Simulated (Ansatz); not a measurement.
## [CF3]+ (SMILES F[C+](F)F): the energy, rung by rung

The species is [CF3]+ (4 atoms), meant as a singlet with charge +1. SMILES: `F[C+](F)F`. Geometry: optimised at B3LYP/def2-SVP.

Quantity: the adiabatic electron affinity (to the doublet neutral, shapes relaxed at B3LYP/def2-SVP, no zero-point term), in eV. The values are calculated.

The electron affinity is E(neutral) − E(anion): positive where the electron is bound.

```json
{"level": "HF/def2-TZVPP", "kind": "Hartree–Fock", "program": "Ansatz", "value (eV)": "8.75", "CPU time (all runs)": "1.8 s"}
{"level": "SVWN5/def2-TZVPP", "kind": "LDA", "program": "Ansatz", "value (eV)": "8.76", "CPU time (all runs)": "1.7 s"}
{"level": "BLYP/def2-TZVPP", "kind": "GGA", "program": "Ansatz", "value (eV)": "8.89", "CPU time (all runs)": "3.6 s"}
{"level": "r2SCAN/def2-TZVPP", "kind": "meta-GGA", "program": "Ansatz", "value (eV)": "9.02", "CPU time (all runs)": "7.6 s"}
{"level": "B3LYP/def2-TZVPP", "kind": "global hybrid", "program": "Ansatz", "value (eV)": "9.12", "CPU time (all runs)": "4.5 s"}
{"level": "PBE0-D4/def2-TZVPP", "kind": "global hybrid", "program": "Ansatz", "value (eV)": "8.99", "CPU time (all runs)": "4.1 s"}
{"level": "CAM-B3LYP/def2-TZVPP", "kind": "range-separated hybrid", "program": "Ansatz", "value (eV)": "9.16", "CPU time (all runs)": "4.6 s"}
{"level": "wB97M-V/def2-TZVPP", "kind": "range-separated hybrid", "program": "Ansatz", "value (eV)": "8.80", "CPU time (all runs)": "15 s"}
{"level": "B2PLYP/def2-TZVPP", "kind": "double hybrid", "program": "Ansatz", "value (eV)": "8.95", "CPU time (all runs)": "7 s"}
{"level": "MP2/def2-TZVPP", "kind": "perturbation theory", "program": "Ansatz", "value (eV)": "8.77", "CPU time (all runs)": "3 s"}
```

The values span 8.75 to 9.16 eV. Times are those of the runs behind each value, whatever else they computed, on shared processors of several kinds: orders of magnitude only.
